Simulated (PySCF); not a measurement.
Calculation: PySCF 2.14.0 with ωB97X-D3(BJ)/def2-TZVP // B3LYP-D3(BJ)/def2-TZVP. All species are isolated molecules in the gas phase. Excitations are Tamm–Dancoff values on a coarser integration grid. The basis has no diffuse functions, so Rydberg states are missing or too high.

Reference species (SMILES): `C#C[SeH]` (neutral, multiplicity 1).

| Quantity | Result |
|---|---|
| HOMO | -9.13 eV |
| S1 oscillator strength | 0.000 |
| S1 excitation (TDA) | 4.86 eV |

Changed species: `C#C` (X = H; the reference has X = selanyl).

### Question
Give the shifts of the HOMO, S1 oscillator strength and S1 excitation (TDA).

### Answer
the HOMO falls by 1.83 eV, to -10.96 eV; the S1 oscillator strength is nearly the same; the S1 excitation (TDA) rises by 1.92 eV, to 6.78 eV.
